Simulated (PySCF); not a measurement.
## Be: ionisation energy

Be [He] 2s2 (1S) → Be⁺ [He] 2s1 (2S), as a difference of total energies. Computed with PySCF 2.14 in cc-pVTZ (4s3p2d1f, 30 functions), with no relativity, point nucleus. Correlated levels: valence: 1s2 frozen. The calculations carry no spin-orbit coupling.

| method | ionisation energy (eV) | error (eV) |
| --- | --- | --- |
| UHF | 8.045 | -1.278 |
| TPSS | 9.063 | -0.260 |
| B3LYP | 9.110 | -0.213 |
| MP2 (valence) | 8.811 | -0.512 |
| SCS-MP2 (valence) | 8.965 | -0.358 |
| CCSD (valence) | 9.284 | -0.039 |

Reference: 9.323 eV (measured; NIST Atomic Spectra Database, ionization energies).

Errors of the correlated levels include the incompleteness of this basis and the frozen core.

With two correlated electrons CCSD is exact in that space.
